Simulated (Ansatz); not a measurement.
Cost and result for the atomization energy of `F[Si]S` (4 atoms, 3 bonds).

Z-matrix (Å, degrees):
```
Si
F 1 1.616
S 1 2.154 2 99.9
H 3 1.346 1 95.0 2 0.0
```

Total charge 0; spin multiplicity 1. All single points use the PBE0-D4/def2-TZVP geometry. It is one conformer, not always the lowest. Program: Ansatz. Hardware: A = 2 threads of an AMD EPYC 7R13 on a shared host; B = 2 threads of an AMD EPYC 7R13 on a shared host and a share of an NVIDIA H100 80 GB. Times are those of one run each, without the atoms' runs, and a repeat can differ threefold. Electronic energies, without spin–orbit coupling; frozen cores. CCSD(T)/CBS extrapolates def2-TZVPP and def2-QZVPP, and its time is that of the two runs behind it. T1 = 0.015; the RHF reference is unstable towards UHF. B3LYP takes the VWN-RPA correlation (the form of Gaussian; ORCA's B3LYP/G). HSE06 is the plane-wave form, built on full-range PBE exchange.

CCSD(T)/CBS is a level of theory with its own doubt, some kJ/mol a heavy atom from the limit and from the frozen cores, so smaller differences don't rank the functionals.

```json
{"level": "CCSD(T)/def2-SVP [A]", "functions": "55", "wall time": "0.5 s", "atomization (kJ/mol)": "1190.3", "difference from CCSD(T)/CBS": "-145.8", "per bond": "-48.6"}
{"level": "LDA (SPW92)/def2-TZVPP [A]", "functions": "129", "wall time": "0.56 s", "atomization (kJ/mol)": "1548.8", "difference from CCSD(T)/CBS": "212.7", "per bond": "70.9"}
{"level": "PBE-D4/def2-TZVPP (with forces) [A]", "functions": "129", "wall time": "1 s", "atomization (kJ/mol)": "1358.7", "difference from CCSD(T)/CBS": "22.6", "per bond": "7.5"}
{"level": "PBE0-D4/def2-TZVPP [A]", "functions": "129", "wall time": "1.1 s", "atomization (kJ/mol)": "1312.8", "difference from CCSD(T)/CBS": "-23.3", "per bond": "-7.8"}
{"level": "HSE06-D4/def2-TZVPP [A]", "functions": "129", "wall time": "1.1 s", "atomization (kJ/mol)": "1314.0", "difference from CCSD(T)/CBS": "-22.1", "per bond": "-7.4"}
{"level": "B3LYP-D4/def2-TZVPP (with forces) [A]", "functions": "129", "wall time": "1.4 s", "atomization (kJ/mol)": "1320.5", "difference from CCSD(T)/CBS": "-15.6", "per bond": "-5.2"}
{"level": "B2PLYP/def2-TZVPP [A]", "functions": "129", "wall time": "1.7 s", "atomization (kJ/mol)": "1307.6", "difference from CCSD(T)/CBS": "-28.5", "per bond": "-9.5"}
{"level": "r2SCANh-D4/def2-TZVPP [A]", "functions": "129", "wall time": "1.8 s", "atomization (kJ/mol)": "1312.7", "difference from CCSD(T)/CBS": "-23.4", "per bond": "-7.8"}
{"level": "PBE-QIDH/def2-TZVPP [A]", "functions": "129", "wall time": "1.9 s", "atomization (kJ/mol)": "1300.3", "difference from CCSD(T)/CBS": "-35.8", "per bond": "-11.9"}
{"level": "CCSD(T)/def2-QZVPP [B]", "functions": "227", "wall time": "2.4 s", "atomization (kJ/mol)": "1314.2", "difference from CCSD(T)/CBS": "-21.9", "per bond": "-7.3"}
{"level": "B97M-V/def2-TZVPP [A]", "functions": "129", "wall time": "2.4 s", "atomization (kJ/mol)": "1349.9", "difference from CCSD(T)/CBS": "13.8", "per bond": "4.6"}
{"level": "CCSD(T)/def2-TZVPP [A]", "functions": "129", "wall time": "3.4 s", "atomization (kJ/mol)": "1280.9", "difference from CCSD(T)/CBS": "-55.2", "per bond": "-18.4"}
{"level": "CCSD(T)/CBS(def2)", "functions": "–", "wall time": "5.8 s", "atomization (kJ/mol)": "1336.1", "difference from CCSD(T)/CBS": "0.0", "per bond": "0.0"}
```

At CCSD(T), def2-SVP lies −145.8 kJ/mol from the extrapolated value and def2-TZVPP −55.2 kJ/mol: correlation converges slowly with the basis, and small sets miss more of it in the bonded molecule than in its fragments. From PBE to PBE0 (25 % exact exchange), in def2-TZVPP and without D4, the atomization energy moves by −44.6 kJ/mol: exact exchange takes away binding that semilocal exchange gives to molecules. In def2-TZVPP, CCSD(T) changes the Hartree–Fock value by +367.7 kJ/mol (the triples alone add +29.8 kJ/mol) and MP2 by +406.5 kJ/mol; breaking electron pairs costs correlation energy, which Hartree–Fock lacks.
